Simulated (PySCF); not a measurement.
Gas-phase reaction: 3 SiCl2 + Si2H5 + 2 Cl2 → 5 SiHCl2

Method: PySCF energies (xtb for GFN2) plus ideal-gas RRHO corrections (1 bar). † marks an energy on the PBE0/def2-TZVP geometry and frequencies; other levels use their own. CCSD(T) freezes the core. 6-31G* has spherical d functions here. Open shells (unrestricted): Si2H5 (multiplicity 2), SiHCl2 (multiplicity 2); the rest are closed-shell singlets. GFN2 has no spin-polarisation term. B3LYP is the form with VWN-RPA correlation. Si2H5, SiHCl2: computed as isolated molecules; such fragments, hydroxides, amides, oligomers or adducts are transient or little studied in the gas. CCSD(T) isn't extrapolated to the basis-set limit; its ΔH°(298 K) is -464.5 kJ in def2-SVP and -471.0 kJ in def2-TZVPP. The harmonic model lacks anharmonicity and excited electronic states, which grow with temperature; levels with a mode under 35 cm⁻¹ are left out. Internal rotation in Si2H5 is treated as a harmonic vibration of one conformer, which makes the entropy rough.

```tsv
level	ΔE electronic, kJ	ΔH°(298 K), kJ	ΔS°(298 K), J/K	ΔG°(2500 K), kJ
B3LYP/6-31G*	-456	-449	-101	-206
BLYP/def2-TZVP†	-412	-405	-100	-164
CCSD(T)/def2-SVP†	-472	-464	-100	-223
GFN2-xTB	-320	-313	-91	-102
PBE/def2-SVP	-467	-461	-101	-218
PBE/def2-TZVP†	-465	-457	-100	-216
PBE0/def2-TZVP	-522	-515	-100	-274
```
ΔH° is lowest at PBE0/def2-TZVP and highest at GFN2-xTB. No reference value is set beside these.
